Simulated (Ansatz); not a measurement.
# SiHO₂ (doublet): wave-function methods side by side at a displaced geometry (v1), cc-pVDZ

One table from this session's results is given with a row withheld; the runs are named, their logs left out.

Computed with Ansatz 0.2.0, Gaussian basis. Level: cc-pVDZ, core rule «outside noble gas», up to 7 orbitals frozen.

The runs, in order: UHF; CCSD(T) on ROHF; CCSD(T) on UHF; BCCD(T) on ROHF; CISD; CCSDT(Q) on ROHF; CCSDT(Q) on UHF.

16 further runs of the same task are left out: 3 for a known fault of the program, 4 that didn't finish, 9 set aside as unsound or not needed.

## The geometry

The geometry is a PBE0/def2-TZVP stationary point (not a proven minimum) with its atoms shifted at random (size 0.040 Å).

4 atoms, charge 0, spin multiplicity 2.

Atoms are counted from 1 here; the program's logs count them from 0.

Bond lengths: O1–Si3 1.664 Å, O1–H4 0.944 Å, O2–Si3 1.459 Å. Angles: Si3–O1–H4 113.6°, O1–Si3–O2 130.5°.

The first run:

The input, in.yaml:

```yaml
crystal:
  periodic: [false, false, false]
  atoms:
    - {symbol: O, position_ang: [-0.020531, 0.184565, 1.462662]}
    - {symbol: O, position_ang: [-0.021364, 0.375191, -1.368271]}
    - {symbol: Si, position_ang: [0.026600, -0.359232, -0.108891]}
    - {symbol: H, position_ang: [-0.076177, 1.124519, 1.535866]}
basis:
  gaussian: {orbitals: cc-pVDZ}
magnetization: {spin_polarized: true, initial_magnetization: 1}
hamiltonian: {xc: hf}
output: {orbitals: {seedname: orbitals}}
```

On the command line:

```bash
$ ansatz run in.yaml --threads 1 --pin off --events-out ev --progress --plain --max-ram 2393MiB
```

Steps of the session up to this table: UHF; CCSD(T) on ROHF; CCSD(T) on UHF; BCCD(T) on ROHF; CISD; CCSDT(Q) on ROHF; CCSDT(Q) on UHF.

One table of the session follows, with a row left open; its other results are not shown here.

It belongs to the step «Misses and costs». 

| method | from UCCSDT(Q) (meV) |
| --- | --- |
| ROHF | ? |
| UHF | +12856.1 |
| RMP2 | +658.5 |
| UMP2 | +648.6 |
| CISD | +1729.0 |
| RCCSD | +456.2 |
| UCCSD | +453.6 |
| RCCSD(T) | +79.7 |
| UCCSD(T) | +80.4 |
| BCCD(T) | +76.1 |
| RCCSDT | +56.2 |
| UCCSDT | +56.3 |
| RCCSDT(Q) | +10.6 |
| UCCSDT(Q) | 0 |

Q: Estimate the row for ROHF from the others.

The run gave: from UCCSDT(Q) (meV): +12930.2. In the column «from UCCSDT(Q) (meV)» it is the highest.

To keep in mind: Restricted and unrestricted rows rest on different reference determinants; where their highest levels disagree by more than a few hundredths of an eV, they describe different states and don't form one ladder.
